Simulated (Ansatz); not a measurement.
**[BH2···H···OH], doublet along the distance B1-H4**

Starting geometry:

| atom | x (Å) | y (Å) | z (Å) |
| --- | --- | --- | --- |
| B | -1.5699 | 0.0307 | 0.0000 |
| H | -2.1666 | 1.0643 | 0.0000 |
| H | -2.1666 | -1.0029 | 0.0000 |
| H | -0.3764 | 0.0307 | 0.0000 |
| O | 1.2621 | 0.0307 | 0.0000 |
| H | 1.5140 | -0.9092 | 0.0000 |

From there H4 is moved from one fragment to the other while all else, the fragments' distance too, stays fixed, so the hump isn't the reaction's barrier; atoms are numbered as listed. Energies are in eV, counted from the starting geometry at the same level. Kohn–Sham curves are unrestricted where that lies lower.

Basis cc-pVDZ; Ansatz 0.2.0. Correlated methods freeze the noble-gas cores. Prefix R: restricted or restricted open-shell reference; prefix U: unrestricted.

Full CI isn't at hand for all of this; UCCSDT(Q) serves as the reference, and is uncertain by about the last step of the cluster series. The frozen core follows each run's orbitals, which can shift R against U totals by a few meV.

```csv
distance B1-H4 (Å),UCCSDT(Q),curve A,curve B,curve C,curve D
1.110,0.106,0.011,0.089,0.106,0.206
1.194,0.000,0.000,0.000,0.000,0.000
1.286,0.059,0.212,0.086,0.059,-0.069
1.379,0.185,0.564,0.241,0.185,-0.069
1.471,0.261,0.950,0.322,0.260,-0.079
1.564,0.198,1.109,0.183,0.198,-0.151
1.657,-0.013,0.725,-0.155,-0.013,-0.295
1.749,-0.285,0.268,-0.499,-0.285,-0.457
1.842,-0.466,-0.073,-0.707,-0.466,-0.521
```

Q: The curves come from PBE, RCCSDT(Q), RHF, UMP2. Compare each with UCCSDT(Q) and say which is which.

A: A: RHF, B: UMP2, C: RCCSDT(Q), D: PBE. Spread of the error against UCCSDT(Q), over the points where both stand: A 1.007, B 0.303, C 0.001, D 0.449 eV. 

In so small a basis the reference is far from its limit while semilocal and hybrid functionals are nearer theirs, so the functionals' errors here hold much of the reference's basis and frozen-core error, which can add to them or hide them.
